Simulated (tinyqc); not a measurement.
RKS/B3LYP (VWN-RPA form) in the sto-6g basis, for HF, spin multiplicity 1, step by step (part 1 of 2). Computed by tinyqc, a small Python program that keeps every step (integrals from PySCF). Settings: charge = 0, multiplicity = 1, basis = sto-6g, energy threshold = 1e-10, iteration cap = 84, orthogonalisation = symmetric, start = random, DIIS depth = 6, method = RKS, functional = b3lyp, grid = [10, 14]. Command: `OMP_NUM_THREADS=1 python tinyqc.py 27826 27827 out.jsonl` (the two numbers bound the seeds that draw the settings). One thread of a shared host (Intel(R) Xeon(R) Processor @ 2.60GHz), about 0.9 s of CPU time with the checks. Later iterations appear only in the table of the cycle.

## One-electron integrals

Geometry (angstrom):
```
atom         x         y         z
F     0.000000  0.000000  0.000000
H     0.000000  0.000000  1.292000
```

Basis sto-6g: exponents (1/bohr^2) and contraction coefficients of normalised primitives:
```
element  l (shell)     exponent  coefficient
F            s (1)  1728.626574     0.009164
F            s (1)   316.941790     0.049361
F            s (1)    88.668891     0.168538
F            s (1)    30.460157     0.370563
F            s (1)    11.828570     0.416492
F            s (1)     4.871659     0.130334
F            s (2)    67.032281    -0.013253
F            s (2)    13.267438    -0.046992
F            s (2)     4.123510    -0.033785
F            s (2)     1.586463     0.250242
F            s (2)     0.689002     0.595117
F            s (2)     0.315820     0.240706
F            p (3)    67.032281     0.003760
F            p (3)    13.267438     0.037679
F            p (3)     4.123510     0.173897
F            p (3)     1.586463     0.418036
F            p (3)     0.689002     0.425860
F            p (3)     0.315820     0.101708
H            s (1)    35.523221     0.009164
H            s (1)     6.513144     0.049361
H            s (1)     1.822143     0.168538
H            s (1)     0.625955     0.370563
H            s (1)     0.243077     0.416492
H            s (1)     0.100112     0.130334
```

Overlap, kinetic and nuclear-attraction integrals over the contracted functions; the nuclear repulsion is the sum of Za Zb / Rab.

nuclear repulsion = 3.68621896 hartree

overlap S:
```
           1F 1s     1F 2s    1F 2px    1F 2py    1F 2pz     2H 1s
1F 1s   1.000000  0.232479  0.000000  0.000000  0.000000  0.021251
1F 2s   0.232479  1.000000  0.000000  0.000000  0.000000  0.244421
1F 2px  0.000000  0.000000  1.000000  0.000000  0.000000  0.000000
1F 2py  0.000000  0.000000  0.000000  1.000000  0.000000  0.000000
1F 2pz  0.000000  0.000000  0.000000  0.000000  1.000000  0.214449
2H 1s   0.021251  0.244421  0.000000  0.000000  0.214449  1.000000
```

kinetic energy T (hartree):
```
            1F 1s      1F 2s    1F 2px    1F 2py    1F 2pz      2H 1s
1F 1s   37.397730  -1.143349  0.000000  0.000000  0.000000  -0.005414
1F 2s   -1.143349   1.082297  0.000000  0.000000  0.000000   0.007230
1F 2px   0.000000   0.000000  3.251325  0.000000  0.000000   0.000000
1F 2py   0.000000   0.000000  0.000000  3.251325  0.000000   0.000000
1F 2pz   0.000000   0.000000  0.000000  0.000000  3.251325   0.067235
2H 1s   -0.005414   0.007230  0.000000  0.000000  0.067235   0.768522
```

nuclear attraction V (hartree):
```
             1F 1s       1F 2s      1F 2px      1F 2py      1F 2pz      2H 1s
1F 1s   -78.232032   -7.960929    0.000000    0.000000   -0.008023  -0.832031
1F 2s    -7.960929  -11.884807    0.000000    0.000000   -0.094590  -2.030915
1F 2px    0.000000    0.000000  -11.868666    0.000000    0.000000   0.000000
1F 2py    0.000000    0.000000    0.000000  -11.868666    0.000000   0.000000
1F 2pz   -0.008023   -0.094590    0.000000    0.000000  -11.915567  -1.536249
2H 1s    -0.832031   -2.030915    0.000000    0.000000   -1.536249  -4.890931
```

core Hamiltonian H = T + V (hartree):
```
             1F 1s       1F 2s     1F 2px     1F 2py     1F 2pz      2H 1s
1F 1s   -40.834302   -9.104278   0.000000   0.000000  -0.008023  -0.837445
1F 2s    -9.104278  -10.802510   0.000000   0.000000  -0.094590  -2.023684
1F 2px    0.000000    0.000000  -8.617340   0.000000   0.000000   0.000000
1F 2py    0.000000    0.000000   0.000000  -8.617340   0.000000   0.000000
1F 2pz   -0.008023   -0.094590   0.000000   0.000000  -8.664242  -1.469015
2H 1s    -0.837445   -2.023684   0.000000   0.000000  -1.469015  -4.122408
```

## Two-electron integrals

Functions are numbered as in S; the eight-fold symmetry (ij|kl) = (ji|kl) = (kl|ij) leaves the list below.

Two-electron integrals (ij|kl) in chemists' order, unique and non-zero (hartree):
```
(11|11) 5.406240   (21|11) 0.768129   (21|21) 0.138909   (22|11) 1.266271
(22|21) 0.283987   (22|22) 0.926367   (31|31) 0.029452   (32|31) 0.044681
(32|32) 0.204753   (33|11) 1.266273   (33|21) 0.283987   (33|22) 0.926366
(33|33) 0.998085   (41|41) 0.029452   (42|41) 0.044681   (42|42) 0.204753
(43|43) 0.053789   (44|11) 1.266273   (44|21) 0.283987   (44|22) 0.926366
(44|33) 0.890506   (44|44) 0.998085   (51|51) 0.029452   (52|51) 0.044681
(52|52) 0.204753   (53|53) 0.053789   (54|54) 0.053789   (55|11) 1.266273
(55|21) 0.283987   (55|22) 0.926366   (55|33) 0.890506   (55|44) 0.890506
(55|55) 0.998085   (61|11) 0.074615   (61|21) 0.012947   (61|22) 0.025934
(61|33) 0.025891   (61|44) 0.025891   (61|51) 0.000563   (61|52) 0.001108
(61|55) 0.026020   (61|61) 0.001227   (62|11) 0.207208   (62|21) 0.047256
(62|22) 0.174288   (62|33) 0.171774   (62|44) 0.171774   (62|51) 0.003437
(62|52) 0.026907   (62|55) 0.179316   (62|61) 0.004415   (62|62) 0.042420
(63|31) 0.005001   (63|32) 0.029465   (63|53) 0.005511   (63|63) 0.005913
(64|41) 0.005001   (64|42) 0.029465   (64|54) 0.005511   (64|64) 0.005913
(65|11) 0.149772   (65|21) 0.034609   (65|22) 0.136326   (65|33) 0.130838
(65|44) 0.130838   (65|51) 0.007111   (65|52) 0.048625   (65|55) 0.147303
(65|61) 0.003358   (65|62) 0.040714   (65|65) 0.044541   (66|11) 0.405586
(66|21) 0.094201   (66|22) 0.400447   (66|33) 0.388868   (66|44) 0.388868
(66|51) 0.007492   (66|52) 0.083651   (66|55) 0.423603   (66|61) 0.008834
(66|62) 0.133394   (66|65) 0.147938   (66|66) 0.774999
```

## Orthogonalisation

S = U s U^T; symmetric (Loewdin) form X = U s^(-1/2) U^T, so that X^T S X = 1.

eigenvalues of S: 0.632181  0.857868  1.000000  1.000000  1.122804  1.387147

X:
```
            1F 1s      1F 2s    1F 2px    1F 2py     1F 2pz      2H 1s
1F 1s    1.021465  -0.123172  0.000000  0.000000  -0.002415   0.012284
1F 2s   -0.123172   1.046604  0.000000  0.000000   0.021846  -0.133730
1F 2px   0.000000   0.000000  1.000000  0.000000   0.000000   0.000000
1F 2py   0.000000   0.000000  0.000000  1.000000   0.000000   0.000000
1F 2pz  -0.002415   0.021846  0.000000  0.000000   1.018718  -0.115034
2H 1s    0.012284  -0.133730  0.000000  0.000000  -0.115034   1.043378
```

## Starting guess

The start is random orthonormal orbitals; D = 2 C_occ C_occ^T.

D at the start:
```
            1F 1s      1F 2s     1F 2px     1F 2py     1F 2pz      2H 1s
1F 1s    1.278775   0.079479  -0.386552   0.135730  -0.002029  -0.884613
1F 2s    0.079479   1.839477   0.273012  -0.095863   0.110276   0.117229
1F 2px  -0.386552   0.273012   1.821832   0.062560   0.007390  -0.446554
1F 2py   0.135730  -0.095863   0.062560   1.978033  -0.002595   0.156799
1F 2pz  -0.002029   0.110276   0.007390  -0.002595   2.102698  -0.461802
2H 1s   -0.884613   0.117229  -0.446554   0.156799  -0.461802   1.120585
```

## Iteration 1: exchange-correlation on the grid

Becke grid with 10 radial and 14 angular points per atom, points of zero weight dropped. rho = sum D_ij phi_i phi_j; V_xc,ij = sum w v_xc phi_i phi_j plus the gradient terms; v_xc is d(rho eps)/d rho at fixed gradient. Exact exchange is left to K.

The 8 grid points with the largest w rho, of 274 (bohr, atomic units):
```
x                  y          z         w       rho  |grad rho|^2     eps_xc       v_xc
0.687448   -0.687448  -0.687448  0.855603  0.303776      1.073043  -0.485566  -0.558151
0.687448    0.687448  -0.687448  0.855603  0.300851      1.050600  -0.484222  -0.556462
0.687448    0.687448   0.687448  0.826103  0.305132      1.108393  -0.486882  -0.558759
0.687448   -0.687448   0.687448  0.826103  0.302595      1.120394  -0.486623  -0.557095
0.382923    0.382923   0.382923  0.175717  1.412038      8.601085  -0.732918  -0.933074
0.382923   -0.382923   0.382923  0.175717  1.411731      8.276319  -0.732437  -0.933433
-0.687448  -0.687448   0.687448  0.826103  0.292499      0.968044  -0.479721  -0.551729
0.382923   -0.382923  -0.382923  0.175873  1.372628      7.586848  -0.725851  -0.925327
```

electrons on the grid, sum of w rho = 9.975447

E_xc = sum of w rho eps_xc = -7.33960477 hartree

V_xc (hartree):
```
            1F 1s      1F 2s     1F 2px     1F 2py     1F 2pz      2H 1s
1F 1s   -2.521332  -0.333005   0.006039  -0.002122  -0.001137  -0.033246
1F 2s   -0.333005  -0.752781  -0.008066   0.002828  -0.003438  -0.129937
1F 2px   0.006039  -0.008066  -0.748220  -0.002766   0.001377  -0.000672
1F 2py  -0.002122   0.002828  -0.002766  -0.755180  -0.000491   0.000234
1F 2pz  -0.001137  -0.003438   0.001377  -0.000491  -0.762159  -0.100380
2H 1s   -0.033246  -0.129937  -0.000672   0.000234  -0.100380  -0.374271
```

## Iteration 1: building the Kohn-Sham matrix

J_ij = sum D_kl (ij|kl), K_ij = sum D_kl (ik|jl); F = H + J - 0.1 K + V_xc; E = tr D H + tr D J / 2 - 0.05 tr D K + E_xc + E_nn.

Coulomb J (hartree):
```
            1F 1s      1F 2s     1F 2px     1F 2py     1F 2pz      2H 1s
1F 1s   17.071733   3.264753  -0.002839   0.000997   0.011372   0.304178
1F 2s    3.264753   9.154188   0.050942  -0.017887   0.098154   1.742780
1F 2px  -0.002839   0.050942   9.130092   0.006730  -0.004126   0.007023
1F 2py   0.000997  -0.017887   0.006730   9.146896   0.001449  -0.002466
1F 2pz   0.011372   0.098154  -0.004126   0.001449   9.185565   1.393633
2H 1s    0.304178   1.742780   0.007023  -0.002466   1.393633   4.404475
```

exchange K (hartree):
```
            1F 1s      1F 2s     1F 2px     1F 2py     1F 2pz      2H 1s
1F 1s    7.336711   1.696744  -0.424930   0.149206  -0.106723  -0.105737
1F 2s    1.696744   3.115313   0.091898  -0.032268   0.049909   0.631834
1F 2px  -0.424930   0.091898   2.458843   0.059075  -0.053908  -0.132284
1F 2py   0.149206  -0.032268   0.059075   2.606343   0.018929   0.046449
1F 2pz  -0.106723   0.049909  -0.053908   0.018929   2.637149   0.360887
2H 1s   -0.105737   0.631834  -0.132284   0.046449   0.360887   0.952852
```

Kohn-Sham matrix F (hartree):
```
             1F 1s      1F 2s     1F 2px     1F 2py     1F 2pz      2H 1s
1F 1s   -27.017571  -6.342204   0.045693  -0.016046   0.012884  -0.555939
1F 2s    -6.342204  -2.712634   0.033686  -0.011832  -0.004865  -0.474025
1F 2px    0.045693   0.033686  -0.481353  -0.001944   0.002641   0.019579
1F 2py   -0.016046  -0.011832  -0.001944  -0.486258  -0.000935  -0.006877
1F 2pz    0.012884  -0.004865   0.002641  -0.000935  -0.504551  -0.211850
2H 1s    -0.555939  -0.474025   0.019579  -0.006877  -0.211850  -0.187490
```

total energy of this density = -83.64049927 hartree

## Iteration 1: diagonalisation and new density

Diagonalise F' = X^T F X, C = X C', fill 5 alpha and 5 beta electrons from the bottom; D = 2 C_occ C_occ^T. Each column has its largest component positive (the first on a tie).

F' = X^T F X (hartree):
```
            1          2          3          4          5          6
1  -26.647724  -3.064138   0.042759  -0.015015   0.001850  -0.041926
2   -3.064138  -1.634352   0.027067  -0.009508   0.021909  -0.199087
3    0.042759   0.027067  -0.481353  -0.001944   0.001064   0.016181
4   -0.015015  -0.009508  -0.001944  -0.486258  -0.000381  -0.005682
5    0.001850   0.021909   0.001064  -0.000381  -0.475434  -0.156445
6   -0.041926  -0.199087   0.016181  -0.005682  -0.156445  -0.073837
```

orbital energies (hartree): MO1 -27.017860, MO2 -1.295655, MO3 -0.527514, MO4 -0.486935, MO5 -0.479555, MO6 0.008561

coefficients C:
```
              MO1        MO2        MO3        MO4        MO5        MO6
1F 1s    0.999362  -0.240104   0.014318   0.000009  -0.005324   0.045943
1F 2s    0.002839   1.019448  -0.078991  -0.000052   0.030781  -0.287126
1F 2px  -0.001723  -0.029430  -0.100487   0.329373   0.938077   0.023640
1F 2py   0.000605   0.010340   0.035500   0.944200  -0.327186  -0.008295
1F 2pz  -0.000215   0.007756   0.925687  -0.000415   0.110311  -0.427057
2H 1s   -0.001280   0.030376   0.218047  -0.000046  -0.001761   1.035101
```

D after iteration 1:
```
            1F 1s      1F 2s     1F 2px     1F 2py     1F 2pz      2H 1s
1F 1s    2.113215  -0.486464  -0.002172   0.000762   0.021178  -0.010883
1F 2s   -0.486464   2.092939   0.013575  -0.004763  -0.123638   0.027371
1F 2px  -0.002172   0.013575   1.998882   0.000392   0.020191  -0.048940
1F 2py   0.000762  -0.004763   0.000392   1.999862  -0.007085   0.017172
1F 2pz   0.021178  -0.123638   0.020191  -0.007085   1.738250   0.403769
2H 1s   -0.010883   0.027371  -0.048940   0.017172   0.403769   0.096944
```

## Iteration 2: exchange-correlation on the grid

As before.

The 8 grid points with the largest w rho, of 274 (bohr, atomic units):
```
x                  y          z         w       rho  |grad rho|^2     eps_xc       v_xc
-0.687448   0.687448  -0.687448  0.855603  0.301354      1.059029  -0.484586  -0.556721
-0.687448  -0.687448  -0.687448  0.855603  0.300886      1.056044  -0.484388  -0.556446
0.687448    0.687448  -0.687448  0.855603  0.299911      1.049774  -0.483973  -0.555872
0.687448   -0.687448  -0.687448  0.855603  0.299325      1.045982  -0.483722  -0.555527
0.687448   -0.687448   0.687448  0.826103  0.296759      0.987653  -0.481369  -0.554321
0.687448    0.687448   0.687448  0.826103  0.295905      0.978728  -0.480888  -0.553842
-0.687448  -0.687448   0.687448  0.826103  0.294217      0.961592  -0.479947  -0.552890
-0.687448   0.687448   0.687448  0.826103  0.293246      0.951998  -0.479409  -0.552339
```

electrons on the grid, sum of w rho = 9.980146

E_xc = sum of w rho eps_xc = -9.13263319 hartree

V_xc (hartree):
```
            1F 1s      1F 2s     1F 2px     1F 2py     1F 2pz      2H 1s
1F 1s   -2.852384  -0.355162  -0.000082   0.000029   0.000218  -0.035823
1F 2s   -0.355162  -0.757773  -0.000399   0.000140   0.003600  -0.125612
1F 2px  -0.000082  -0.000399  -0.761647  -0.000016  -0.000658  -0.000051
1F 2py   0.000029   0.000140  -0.000016  -0.761687   0.000231   0.000018
1F 2pz   0.000218   0.003600  -0.000658   0.000231  -0.757347  -0.091806
2H 1s   -0.035823  -0.125612  -0.000051   0.000018  -0.091806  -0.244857
```

## Iteration 2: building the Kohn-Sham matrix

As before.

Coulomb J (hartree):
```
            1F 1s      1F 2s    1F 2px     1F 2py     1F 2pz      2H 1s
1F 1s   20.762024   3.751058  0.000596  -0.000209  -0.003157   0.351652
1F 2s    3.751058   9.810877  0.002481  -0.000871   0.000087   1.796778
1F 2px   0.000596   0.002481  9.814496   0.000042   0.001633   0.000422
1F 2py  -0.000209  -0.000871  0.000042   9.814601  -0.000573  -0.000148
1F 2pz  -0.003157   0.000087  0.001633  -0.000573   9.803531   1.388128
2H 1s    0.351652   1.796778  0.000422  -0.000148   1.388128   4.076200
```

exchange K (hartree):
```
            1F 1s      1F 2s     1F 2px     1F 2py     1F 2pz      2H 1s
1F 1s   11.136567   1.792227   0.000135  -0.000048  -0.000151   0.183830
1F 2s    1.792227   3.165095   0.004793  -0.001682  -0.032852   0.613644
1F 2px   0.000135   0.004793   2.649954   0.000370   0.012394  -0.013903
1F 2py  -0.000048  -0.001682   0.000370   2.650880  -0.004349   0.004878
1F 2pz  -0.000151  -0.032852   0.012394  -0.004349   2.523091   0.512548
2H 1s    0.183830   0.613644  -0.013903   0.004878   0.512548   0.379927
```

Kohn-Sham matrix F (hartree):
```
             1F 1s      1F 2s     1F 2px     1F 2py     1F 2pz      2H 1s
1F 1s   -24.038319  -5.887604   0.000500  -0.000175  -0.010946  -0.539999
1F 2s    -5.887604  -2.065916   0.001602  -0.000562  -0.087618  -0.413883
1F 2px    0.000500   0.001602   0.170513  -0.000011  -0.000264   0.001761
1F 2py   -0.000175  -0.000562  -0.000011   0.170486   0.000093  -0.000618
1F 2pz   -0.010946  -0.087618  -0.000264   0.000093   0.129633  -0.223947
2H 1s    -0.539999  -0.413883   0.001761  -0.000618  -0.223947  -0.329058
```

total energy of this density = -99.53215951 hartree

## Iteration 2: DIIS over 2 matrices

error matrix X^T (FDS - SDF) X:
```
           1          2          3          4          5          6
1   0.000000   0.009732  -0.001708   0.000599   0.016900  -0.078178
2  -0.009732   0.000000   0.001265  -0.000444   0.035750   0.148806
3   0.001708  -0.001265   0.000000   0.000000  -0.008469  -0.015951
4  -0.000599   0.000444   0.000000   0.000000   0.002972   0.005597
5  -0.016900  -0.035750   0.008469  -0.002972   0.000000   0.545571
6   0.078178  -0.148806   0.015951  -0.005597  -0.545571   0.000000
```

B (overlaps of the stored error matrices):
```
                1               2
1   1.2239634e+03  -2.5047932e+00
2  -2.5047932e+00   6.5586605e-01
```

Minimise |sum c_i e_i|^2 with sum c_i = 1: solve [B -1; -1 0][c; lambda] = [0; -1] with B_ij = tr e_i^T e_j, and take F = sum c_i F_i.

DIIS coefficients: 0.002570  0.997430

extrapolated F (hartree):
```
             1F 1s      1F 2s     1F 2px     1F 2py     1F 2pz      2H 1s
1F 1s   -24.045977  -5.888773   0.000616  -0.000216  -0.010885  -0.540040
1F 2s    -5.888773  -2.067578   0.001685  -0.000591  -0.087405  -0.414038
1F 2px    0.000616   0.001685   0.168838  -0.000016  -0.000257   0.001807
1F 2py   -0.000216  -0.000591  -0.000016   0.168797   0.000090  -0.000634
1F 2pz   -0.010885  -0.087405  -0.000257   0.000090   0.128002  -0.223916
2H 1s    -0.540040  -0.414038   0.001807  -0.000634  -0.223916  -0.328695
```

## Iteration 2: diagonalisation and new density

As before.

F' = X^T F X (hartree):
```
            1          2          3          4          5          6
1  -23.651234  -3.029890   0.000445  -0.000156  -0.013850  -0.047490
2   -3.029890  -1.021661   0.001440  -0.000505  -0.043471  -0.188572
3    0.000445   0.001440   0.168838  -0.000016  -0.000434   0.001697
4   -0.000156  -0.000505  -0.000016   0.168797   0.000152  -0.000596
5   -0.013850  -0.043471  -0.000434   0.000152   0.178408  -0.214938
6   -0.047490  -0.188572   0.001697  -0.000596  -0.214938  -0.224601
```

orbital energies (hartree): MO1 -24.050118, MO2 -0.709049, MO3 -0.232833, MO4 0.168792, MO5 0.168837, MO6 0.272918

coefficients C:
```
              MO1        MO2        MO3       MO4        MO5        MO6
1F 1s    0.996693  -0.228161   0.113899  0.000000  -0.000470  -0.017068
1F 2s    0.014049   0.904394  -0.545025  0.000000   0.002333   0.117166
1F 2px  -0.000026  -0.002117  -0.001609  0.331132   0.943529  -0.009936
1F 2py   0.000009   0.000743   0.000565  0.943585  -0.331112   0.003486
1F 2pz   0.000952   0.115449   0.290050  0.000000   0.011038   0.976689
2H 1s   -0.002217   0.279313   0.868227  0.000000  -0.003544  -0.536708
```

D after iteration 2:
```
            1F 1s      1F 2s     1F 2px     1F 2py     1F 2pz      2H 1s
1F 1s    2.116854  -0.508847  -0.000339   0.000119   0.015278   0.065906
1F 2s   -0.508847   2.230367   0.002328  -0.000817  -0.107269  -0.441271
1F 2px  -0.000339   0.002328   1.999803   0.000069   0.019408  -0.010665
1F 2py   0.000119  -0.000817   0.000069   1.999976  -0.006810   0.003742
1F 2pz   0.015278  -0.107269   0.019408  -0.006810   0.195161   0.568069
2H 1s    0.065906  -0.441271  -0.010665   0.003742   0.568069   1.663701
```
